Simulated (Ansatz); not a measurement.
Atom: F, charge -1, multiplicity 1.

Basis-set convergence of Hartree-Fock and CCSD correlation energies (hartree) with Ansatz (a first-principles code). Valence correlation only, unless marked. Spin-orbit coupling is left out. No relativistic terms.

```csv
basis,functions,E(HF),"E(corr, CCSD)"
def2-SVPD,23,-99.34026,-0.22479
def2-TZVPPD,40,-99.45583,-0.28154
def2-QZVPPD,66,-99.45913,-0.30381
```

Extrapolating the two largest sets (X = 3 and 4) as X^-3: E(corr) = (64·(-0.30381) - 27·(-0.28154))/37 = -0.3201 Eh, an estimate of the basis-set limit. The largest set recovers 94.9 % of it, the smallest 70.2 %.
